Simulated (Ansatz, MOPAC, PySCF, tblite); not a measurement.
Energy landscape of H₂Si, singlet: symmetric bend, bond length relaxed. Scanned: H-Si-H angle. Other coordinates (Si-H bond length) were minimised at B3LYP/def2-TZVP.

- RMP2/3-21G = restricted MP2 (frozen core)/3-21G in PySCF
- GFN2-xTB, 300 K electronic temperature (tblite)
- PM6, restricted, heats of formation (MOPAC)
- FCI/cc-pVDZ = full CI/cc-pVDZ, frozen core run with Ansatz (an electronic-structure program)

Energies relative to the lowest point of each profile, in eV; the last columns give the difference from FCI:

| a / ° | RMP2/3-21G | GFN2-xTB | PM6 | FCI/cc-pVDZ | RMP2/3-21G − FCI/cc-pVDZ | GFN2-xTB − FCI/cc-pVDZ | PM6 − FCI/cc-pVDZ |
|---|---|---|---|---|---|---|---|
| 180 | 0.000 | — | — | 2.883 | -2.883 | — | — |
| 171.07 | 0.016 | — | 1.783 | 2.785 | -2.769 | — | -1.002 |
| 158.21 | 0.126 | — | 1.356 | 2.284 | -2.159 | — | -0.929 |
| 152.31 | 0.214 | 1.139 | 1.122 | 1.970 | -1.757 | -0.831 | -0.849 |
| 141.67 | 0.403 | 0.798 | 0.740 | 1.403 | -1.000 | -0.605 | -0.663 |
| 129.94 | 0.670 | 0.472 | 0.397 | 0.852 | -0.182 | -0.380 | -0.455 |
| 119.23 | 0.986 | 0.236 | 0.168 | 0.452 | 0.534 | -0.216 | -0.284 |
| 109.47 | 1.349 | 0.084 | 0.039 | 0.189 | 1.160 | -0.105 | -0.150 |
| 97.60 | 1.907 | 0.000 | 0.000 | 0.019 | 1.889 | -0.019 | -0.019 |
| 92.09 | 2.220 | 0.010 | 0.029 | 0.000 | 2.220 | 0.010 | 0.029 |
| 78.18 | 3.197 | 0.222 | 0.238 | 0.137 | 3.060 | 0.085 | 0.101 |
| 69.96 | 3.933 | 0.520 | 0.446 | 0.342 | 3.591 | 0.178 | 0.103 |
| 60 | 5.019 | 1.129 | 0.749 | 0.708 | 4.311 | 0.421 | 0.041 |

RMP2/3-21G is furthest from FCI/cc-pVDZ at 60 (4.311 eV, above); its mean absolute difference over the points is 2.116 eV.

GFN2-xTB is furthest from FCI/cc-pVDZ at 152.31 (-0.831 eV, below); its mean absolute difference over the points is 0.285 eV.

PM6 is furthest from FCI/cc-pVDZ at 171.07 (-1.002 eV, below); its mean absolute difference over the points is 0.385 eV.

Dashes: no converged value, or the column stops at the first point that the program doubted or that broke a chosen test of continuity, which isn't proof of a fault.
